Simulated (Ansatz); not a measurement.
```yaml
crystal:
  periodic: [false, false, false]
  atoms:
    - {symbol: N, position_ang: [0.147771, -1.684862, -0.664217]}
    - {symbol: C, position_ang: [0.081225, -0.439736, -0.136371]}
    - {symbol: N, position_ang: [0.837641, -0.165858, 0.930734]}
    - {symbol: N, position_ang: [-0.747488, 0.407519, -0.715074]}
    - {symbol: C, position_ang: [-0.905988, 1.640217, -0.177039]}
    - {symbol: O, position_ang: [-0.349070, 2.131372, 0.801915]}
    - {symbol: H, position_ang: [-0.322569, -1.796514, -1.545356]}
    - {symbol: H, position_ang: [0.941398, -2.271930, -0.481409]}
    - {symbol: H, position_ang: [1.341373, -0.883793, 1.418413]}
    - {symbol: H, position_ang: [0.683837, 0.764172, 1.321930]}
    - {symbol: H, position_ang: [-1.642730, 2.242312, -0.732924]}
basis:
  gaussian: {orbitals: pcseg-2, final_grid: {core_spheres: 8, valence_spheres: 7, degree: 23}}
hamiltonian: {xc: {name: PBE1PBE}}
output: {forces: true}
```

```sh
$ ansatz run in.yaml --threads 4 --pin off --events-out ev --progress --plain --max-ram 10444MiB
```

Shortened log:

```
Error: YAML parse error: error: line 17 column 19: hamiltonian.xc: no functional is named "PBE1PBE"; the names, which are not case-sensitive, are SVWN5, SPW92, PBE, PBE0, PBEsol, revPBE, revPBE0, RPBE, rPW86-PBE, HSE06, wPBEh, LC-wPBE, HISS, HF, BLYP, B3LYP, B3LYP5, BHLYP, CAM-B3LYP, r2SCAN, r2SCANh, r2SCAN0, r2SCAN50, m-r2SCAN, B97, wB97, wB97X, wB97X-V, B97M-V, wB97M-V, B2PLYP, B2GP-PLYP, PBE0-DH, PBE-QIDH
15 | basis:
16 |   gaussian: {orbitals: pcseg-2, final_grid: {core_spheres: 8, valence_spheres: 7, d…
17 | hamiltonian: {xc: {name: PBE1PBE}}
18 | output: {forces: true}
```

(1) Something in this input is off. What?

Results:

(1) The method's name isn't one that the program takes here. The input was rejected before any iteration.

HSE06 is defined as in plane-wave codes.
